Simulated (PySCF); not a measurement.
From one molecule to another.

First species: Cyclobutanone, C4H6O.
Cartesian coordinates in Å at the GFN2-xTB level; atoms count from 1:
```
atom  x, y, z in Å
O1     0.305   -2.286   -0.432
C2     0.149   -1.120   -0.213
C3    -1.060   -0.211   -0.178
C4    -0.128    0.961    0.180
C5     1.088    0.016    0.135
H6    -1.574   -0.131   -1.135
H7    -1.792   -0.483    0.580
H8    -0.104    1.755   -0.562
H9    -0.316    1.397    1.158
H10    1.824    0.228   -0.637
H11    1.613   -0.123    1.079
```

Second species: carbonyl fluoride, CF2O.
Structure used (GFN2-xTB), in Å, numbered top down from 1:
```xyz
4
CF2O angstrom
O     -0.3177    1.1211    0.8046
C     -0.0240    0.0934    0.3569
F      1.0143   -0.6435    0.6921
F     -0.6624   -0.5663   -0.5869
```

Levels: CAM-B3LYP/def2-SVPD for dipole moment, HOMO energy, LUMO energy, HOMO–LUMO gap, static isotropic polarisability and electronic spatial extent ⟨r²⟩ about the centre of nuclear charge; TDDFT CAM-B3LYP/def2-SVPD for lowest singlet excitation; TDA CAM-B3LYP/def2-SVPD for lowest triplet excitation (Tamm–Dancoff); GFN2-xTB for rotational constant A and rotational constant C. Geometries: GFN2-xTB. All species are isolated and taken at one optimised geometry, non-relativistic unless stated. Electronic properties by PySCF.

Values for the first species:

```
Dipole moment                                                     : 3.24 D
HOMO energy                                                       : -8.69 eV
LUMO energy                                                       : 0.43 eV
HOMO–LUMO gap                                                     : 9.12 eV
Lowest singlet excitation                                         : 4.29 eV
Lowest triplet excitation (Tamm–Dancoff)                          : 3.76 eV
Static isotropic polarisability                                   : 47.9 au
Electronic spatial extent ⟨r²⟩ about the centre of nuclear charge : 376 bohr²
Rotational constant A                                             : 11.146 GHz
Rotational constant C                                             : 3.614 GHz
```

(1) Estimate the same properties for the second species, and the change in each.

Results:

(1) 
```
                                                         property       first      second  second less first
                                                    dipole moment      3.24 D      0.93 D            -2.31 D
                                                      HOMO energy    -8.69 eV   -12.23 eV           -3.54 eV
                                                      LUMO energy     0.43 eV     0.59 eV           +0.16 eV
                                                    HOMO–LUMO gap     9.12 eV    12.82 eV           +3.70 eV
                                        lowest singlet excitation     4.29 eV     7.29 eV           +3.00 eV
                         lowest triplet excitation (Tamm–Dancoff)     3.76 eV     6.77 eV           +3.01 eV
                                  static isotropic polarisability     47.9 au     18.2 au           -29.7 au
electronic spatial extent ⟨r²⟩ about the centre of nuclear charge   376 bohr²   195 bohr²         -181 bohr²
                                            rotational constant A  11.146 GHz  11.948 GHz         +0.802 GHz
                                            rotational constant C   3.614 GHz   5.919 GHz         +2.305 GHz
```

On the first: In wavenumbers S1 is 34600 cm⁻¹ (1 eV = 8065.54 cm⁻¹). The principal polarisabilities are 39.1, 49.9 and 54.7 au; their mean is the isotropic value.

On the second: Point group C2v permits a dipole; with 0.93 D the species has a pure rotational spectrum. The polarisability is 2.70 Å³ as a volume (1 au = 0.148185 Å³), or 0.57 au for each of the 32 electrons.
